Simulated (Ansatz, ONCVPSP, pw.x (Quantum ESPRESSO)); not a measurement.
**pw.x on fcc W: one setting changed**

Potential: optimised norm-conserving Vanderbilt (ONCV), ONCVPSP 4.0.1.1 (patched build), LDA (Perdew-Wang 92); core [Kr] 4d10 4f14, reference 5s2 5p6 5d4 6s1.5 6p0.5; waves: 5s+6s: rc 2.00 bohr, ncon 4, nbas 8, qcut 7.4 1/bohr, 2 projectors; 5p+6p: rc 1.75 bohr, ncon 4, nbas 8, qcut 6.9 1/bohr, 2 projectors; 5d: rc 2.45 bohr, ncon 3, nbas 7, qcut 6.1 1/bohr, 2 projectors, debl 2.2 Ha; local part: polynomial inside 1.10 bohr (lpopt 5, dvloc0 6 Ha); core correction: none.

The reference run (k-mesh 14³, cutoffs 50/200 Ry, Fermi–Dirac 0.01 Ry, mixing_beta 0.4, conv_thr 1e-9, no spin) gives -4.14 GPa at 15.687 Å³/atom, where all-electron LAPW gives 0.24 GPa. This run, with its own iteration cap, changes k-mesh points per axis to 3.

```
&control
  calculation='scf', prefix='x', pseudo_dir='./', outdir='./tmp', tstress=.true., disk_io='none'
/
&system
  ibrav=0, nat=1, ntyp=1, ecutwfc=50, ecutrho=200, nbnd=15,
  occupations='smearing', smearing='fd', degauss=0.01
/
&electrons
  conv_thr=1e-09, mixing_beta=0.4, electron_maxstep=60
/
ATOMIC_SPECIES
W 1.0 W.UPF
CELL_PARAMETERS angstrom
  0.00000000 1.98687235 1.98687235
  1.98687235 0.00000000 1.98687235
  1.98687235 1.98687235 0.00000000
ATOMIC_POSITIONS crystal
W 0.0000 0.0000 0.0000
K_POINTS automatic
3 3 3 0 0 0
```

```bash
pw.x < W.scf.in > W.scf.out
```

**Question.** How does the run end?

**Answer.** It converges in 7 iterations; the free energy moves by +422.4 meV/atom and the pressure by +8.51 GPa.

```
Message from routine setup:
     using ibrav=0 with symmetry is DISCOURAGED, use correct ibrav instead
     lattice parameter (alat)  =       5.3099  a.u.
     unit-cell volume          =     105.8611 (a.u.)^3
     number of electrons       =        14.00
     number of Kohn-Sham states=           15
     kinetic-energy cutoff     =      50.0000  Ry
     charge density cutoff     =     200.0000  Ry
     scf convergence threshold =      1.0E-09
     Exchange-correlation= SLA  PW   NOGX NOGC
     number of k points=     4  Fermi-Dirac smearing, width (Ry)=  0.0100
     iteration #  1     ecut=    50.00 Ry     beta= 0.40
     total energy              =    -137.51106778 Ry
     estimated scf accuracy    <       0.04694492 Ry
     iteration #  2     ecut=    50.00 Ry     beta= 0.40
     total energy              =    -137.51054436 Ry
     estimated scf accuracy    <       0.00742412 Ry
     iteration #  3     ecut=    50.00 Ry     beta= 0.40
     total energy              =    -137.51145163 Ry
     estimated scf accuracy    <       0.00032379 Ry
     iteration #  4     ecut=    50.00 Ry     beta= 0.40
     total energy              =    -137.51147198 Ry
     estimated scf accuracy    <       0.00000319 Ry
     iteration #  5     ecut=    50.00 Ry     beta= 0.40
     total energy              =    -137.51147309 Ry
     estimated scf accuracy    <       0.00000031 Ry
     iteration #  6     ecut=    50.00 Ry     beta= 0.40
     total energy              =    -137.51147311 Ry
     estimated scf accuracy    <          1.4E-09 Ry
     iteration #  7     ecut=    50.00 Ry     beta= 0.40
     the Fermi energy is    21.5868 ev
!    total energy              =    -137.51147311 Ry
     estimated scf accuracy    <          2.0E-10 Ry
     smearing contrib. (-TS)   =      -0.00684998 Ry
     The total energy is F=E-TS. E is the sum of the following terms:
     one-electron contribution =     -19.07463115 Ry
     hartree contribution      =      16.44051873 Ry
     xc contribution           =     -15.20099918 Ry
     ewald contribution        =    -119.66951153 Ry
     convergence has been achieved in   7 iterations
          total   stress  (Ry/bohr**3)                   (kbar)     P=       43.71
     Message from routine punch:
     Nothing written, as per user request (disk_io='none')
```

The run took about 0.5 s on one core of a shared host (Neoverse-V2, 96 threads, 742 GiB, load 30).
